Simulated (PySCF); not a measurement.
Aluminium: a sound run and one with changed settings

Sound run: Al [Ne] 3s2 3p1, Al⁺ [Ne] 3s2. All numbers are calculated (PySCF 2.14, the spin-free X2C one-electron Hamiltonian (Gaussian nucleus), in jorge-DZP-DKH (7s4p1d, 24 functions)). In the sound run the correlated levels freeze [Ne]. The sound run starts from symmetry-adapted Hartree-Fock orbitals and uses a fine grid where one is needed.

Changed run: a valence shell is frozen. This setting is unsound on purpose.

Ionisation energy of Al:

```tsv
method	sound run (eV)	changed run (eV)
UHF	5.571	5.571
MP2	5.728	5.571
SCS-MP2	5.710	5.571
CCSD	5.814	5.571
CCSD(T)	5.834	5.571
CCSDT	n/a	5.571
FCI	n/a	5.571
```

Freezing a valence shell removes pair correlation that changes on ionisation.

For comparison, NIST gives 5.986 eV between the lowest levels.
